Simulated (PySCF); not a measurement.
Compound: C₄H₄N₂.
Structure used (GFN2-xTB), in Å, numbered top down from 1:
```
atom  x, y, z in Å
C1    -2.1675    0.0151   -0.1772
N2    -1.0703    0.6051    0.0241
C3     0.0859   -0.1247    0.1558
C4     1.2486    0.5068    0.3752
C5     2.4645   -0.1781    0.5174
N6     3.4621   -0.7329    0.6349
H7    -3.0595    0.6140   -0.2754
H8    -2.2754   -1.0717   -0.2604
H9     0.0415   -1.2141    0.0796
H10    1.2789    1.5852    0.4487
```

A PySCF run (density fitting, gas phase, GFN2-xTB geometry) gave HOMO -9.96 eV, LUMO -0.25 eV, dipole 4.47 D.

Task: Which of these levels was it?
A. OPBE/def2-SVPD
B. wB97X/def2-SVP
C. PBE0/def2-SVPD
D. PBE0/pcSseg-1
E. BHandHLYP/aug-cc-pVDZ

Result: B. It is wB97X/def2-SVP. All candidates on this geometry:

```
                                                level and settings                    kind  basis functions  SCF cycles     E (Eh)  HOMO (eV)  LUMO (eV)  dipole (D)
                                                    OPBE/def2-SVPD                     GGA              152          16  -263.9719      -6.71      -3.38        4.28
                                                    PBE0/def2-SVPD           global hybrid              152          14  -263.7708      -7.93      -2.54        4.60
                                                     PBE0/pcSseg-1           global hybrid              122          14  -263.9243      -7.91      -2.50        4.56
BHandHLYP/aug-cc-pVDZ, energy threshold 1e-11 Eh, start guess vsap           global hybrid              174          15  -264.1411      -8.70      -1.46        4.93
                                                    wB97X/def2-SVP  range-separated hybrid              104          14  -263.9926      -9.96      -0.25        4.47
```

The nearest other candidate, by the summed differences of HOMO and LUMO, is BHandHLYP/aug-cc-pVDZ: its HOMO differs by +1.26 eV and its LUMO by -1.21 eV. Cycle counts include a coarse-grid stage where the run had one.
